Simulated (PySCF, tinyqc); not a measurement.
A ladder of methods, and size consistency: correlation methods against full CI in the sto-6g basis, for BH, spin multiplicity 1. Computed by the program tinyqc with PySCF. 

Geometry (angstrom):
```
atom       x       y       z
B     0.0000  0.0000  0.0000
H     0.0000  0.0000  1.5140
```

RHF energy of one = -24.966753 hartree

All electrons correlated; +Q is the Davidson correction (1 - c0^2) E_corr. The last columns treat two copies 100 angstrom apart as one system. FCI is the lowest singlet.

Correlation energies (hartree):
```
method   E_corr of one  share of FCI (%)  E_corr of two at 100 angstrom  two minus twice one (mhartree)
MP2           -0.03680            52.211                       -0.07361                           0.000
CISD          -0.06741            95.630                       -0.12466                          10.161
CISD+Q        -0.07338           104.107                       -0.14204                           4.723
CCSD          -0.07032            99.759                       -0.14064                           0.000
CCSD(T)       -0.07037            99.840                       -0.14075                           0.000
FCI           -0.07049           100.000                              -                               -
```

MP2 recovers 52 %, CISD 95.6 % and CCSD 99.8 % of the FCI value (c0^2 = 0.911 in CISD). MP2 and coupled cluster are size consistent, so their last column vanishes; CISD loses 10.16 mhartree, since a double excitation on each copy is a quadruple of the pair, and the Davidson correction leaves +4.72. The restricted reference is unstable here: a spin-polarised solution lies 0.0079 hartree lower (PySCF), so results built on it describe a poor reference.
